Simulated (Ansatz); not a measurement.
Reaction: CH2O (SMILES C=O) → CHO (SMILES [CH]=O, doublet) + H (doublet) (the C-H bond breaks)
Each species at its own B3LYP-D3(BJ)/def2-TZVP minimum (Ansatz, a program for electronic structure).

Wanted: bond dissociation energy (electronic), in kcal/mol. Radicals and triplets start from unrestricted determinants; spin-orbit coupling is neglected. CBS(X,Y): correlation extrapolated as X^-3, Hartree-Fock from the larger set (Q,5: extrapolated as (X+1)exp(-9√X)). A bracket is a step between two methods taken in the basis named. Functionals run without relativity, which enters their misses. Double hybrids freeze cores in their MP2 part. 'core' is core correlation in cc-pwCVTZ, 'X2C' scalar relativity in cc-pVTZ-DK, both at CCSD(T). For partners of very few electrons the exact lower level stands in for a higher one.

CCSD(T)/CBS(cc-pVQZ,cc-pV5Z) + [CCSDT(Q) - CCSD(T)]/cc-pVTZ + [CCSDTQ - CCSDT(Q)]/cc-pVDZ + core + X2C (Ansatz) gives 95.2 kcal/mol.

Problem. What does PBE/def2-TZVPD (Ansatz) give here, and how do the other levels compare?

Solution. PBE gives 90.7 kcal/mol, 4.5 kcal/mol below it. Differences of the others: B3LYP/def2-TZVPD (Ansatz) -2.2; PBE0/def2-TZVPD (Ansatz) -3.4; B2PLYP/def2-TZVPD (Ansatz) -3.1; CCSD(T)/CBS(cc-pVQZ,cc-pV5Z) + core + X2C (Ansatz) 0.2 kcal/mol. Nearer than PBE: B3LYP/def2-TZVPD, PBE0/def2-TZVPD, B2PLYP/def2-TZVPD, CCSD(T)/CBS(cc-pVQZ,cc-pV5Z) + core + X2C.
